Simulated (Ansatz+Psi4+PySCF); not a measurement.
Values are calculated unless marked as measured or tabulated.
A run of Psi4 1.11 on singlet N2O at this shape:

```xyz
3

N     0.0000    0.0000   -1.2320
N     0.0000    0.0000   -0.0609
O     0.0000    0.0000    1.1312
```

Its results:

| Quantity | Value |
| --- | --- |
| Converged | yes |
| Reference energy | -183.73431 hartree |
| CCSD correlation energy | -0.63199 hartree |
| Triples correction | -0.03808 hartree |
| Total energy | -184.40439 hartree |
| Spin squared of the determinant | 0.000 |
| T1 diagnostic | 0.021 |
| Occupied orbitals by symmetry in an Abelian subgroup (alpha; beta) | 7 A1 2 B1 2 B2; 7 A1 2 B1 2 B2 |

(1) Which input gives this output? Name the method, the orbitals and the basis set, and write the input.

## Answers

(1) RHF-CCSD(T) in cc-pVTZ. An unrestricted run that stays on the closed shell gives the same numbers.

```
molecule {
0 1
N 0.000000 0.000000 -1.231970
N 0.000000 0.000000 -0.060850
O 0.000000 0.000000 1.131220
}

set basis cc-pVTZ
set reference rhf
set scf_type pk
set mp2_type conv
set cc_type conv
set num_frozen_docc 3
energy('ccsd(t)')
```

Caution: large share of triples, a single reference is doubtful; unrestricted orbitals would lower the determinant.
